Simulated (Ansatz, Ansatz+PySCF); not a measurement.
| atom | x (Å) | y (Å) | z (Å) |
| --- | --- | --- | --- |
| B | 0.0000 | 0.0000 | 0.8104 |
| B | 0.0000 | 0.0000 | -0.8104 |
| H | 0.9139 | 0.0000 | 0.0000 |
| H | -0.9139 | 0.0000 | 0.0000 |
| H | 0.0000 | 0.9674 | 1.3494 |
| H | 0.0000 | -0.9674 | 1.3494 |
| H | 0.0000 | 0.9674 | -1.3494 |
| H | 0.0000 | -0.9674 | -1.3494 |

RHF-MP2 on singlet B₂H₆ was run in several spherical basis sets with Ansatz (development build ahead of 0.2.0). Frozen core: 2 orbitals. Caution for RHF-MP2: no unrestricted run beside it, a lower state can exist.

Rank the basis sets by the total energy that they give, lowest first, with the distance from the lowest.
A. cc-pVTZ
B. cc-pVDZ
C. def2-SVP
D. def2-TZVP
E. 6-31G(d)

A (0.00 eV), D (0.43 eV), B (2.13 eV), E (2.99 eV), C (3.04 eV).

Totals follow the description of the cores as much as that of the bonds, so this order isn't one of quality for chemistry.
